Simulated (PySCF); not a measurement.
A made-up structure of CH3BS, closed shell:

```xyz
6
angstrom
C 0.5190 -0.6691 0.4097
B -0.3211 0.4155 -0.2548
S 1.5102 -1.9506 1.1940
H -1.0931 0.8426 0.4828
H 0.3435 1.2807 -0.6184
H -0.8880 -0.0064 -1.1621
```

It is relaxed with PBE-D4/def2-SVP and then PBE0-D4/def2-TZVP (PySCF 2.14 with density fitting (its default auxiliary sets; JK sets also for MP2 and CCSD(T))). Atoms count as bonded within 1.22 times the sum of their covalent radii (H–H: 0.88 Å). The end point is not checked to be a true minimum.

**Question.** Does its bonding change? (A judgement: the text doesn't fix the answer.)

**Answer.** The calculation gives: No: no bond forms or breaks.

Where it ends: The first stage lowers the energy by 1.48 eV in 6 steps. It ends as CH₃BS ([BH3][C][S]):
```xyz
6
angstrom
C 0.5119 -0.6608 0.4030
B -0.3077 0.3980 -0.2444
S 1.3495 -1.7428 1.0647
H -1.0899 0.7898 0.6004
H 0.4690 1.2656 -0.5951
H -0.8680 -0.1306 -1.1855
```

Labels in which every atom is bracketed show which atoms are joined, not bond orders.

For scale, one of the runs: PBE0-D4/def2-TZVP relaxation, 117 basis functions, launched by `OMP_NUM_THREADS=2 python run.py`. Time: 20 s of wall clock on 2 CPU threads of an AMD EPYC 7B13; the host was shared. Peak host memory: 1.1 GiB.
